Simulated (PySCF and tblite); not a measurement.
The numbers below are computed, except where a source is named.
C3H8S, numbered as in [CH3:1][CH2:2][S:3][CH3:4].

Conformers came from 90 starts (ETKDG and KDG, MMFF94s, GFN2-xTB); geometries are PBE0-D3(BJ)/def2-SVP. Free energies are PBE0-D3(BJ)/def2-TZVP single points with GFN2-xTB rigid-rotor and vibrational terms (modes under about 100 cm⁻¹ blended into free rotors). Symmetry numbers and mirror images are counted. Conformers within 4 kcal/mol (GFN2-xTB free energy) were kept, 5 at most. Run with PySCF (density fitting) and tblite.

Torsions listed: C1–C2–S3–C4. Of a mirror pair one member is shown.

```json
{"conformer": "1", "shape": "-70°", "symmetry": "C1 (pair)", "E(GFN2) kcal/mol": "0.00"}
{"conformer": "2", "shape": "180°", "symmetry": "Cs", "E(GFN2) kcal/mol": "0.81"}
```

(1) Which of these conformers is the most populated at 298.15 K, and with what share?

(2) Give the DFT energies and free energies relative to the lowest, and all weights.

(3) How does its share change from 150 K to 400 K?

Answers

(1) Conformer 1, about 65 %. The lead over the next is within the error of the method.

(2) 
```
conformer  shape  E(DFT) kcal/mol  G(298.15 K) kcal/mol  weight %
        1   -70°             0.00                  0.00      65.1
        2   180°             0.09                  0.37      34.9
```

(3) From 66 % to 65 %; the mixing entropy goes from 2.18 to 2.18 cal/(mol K).
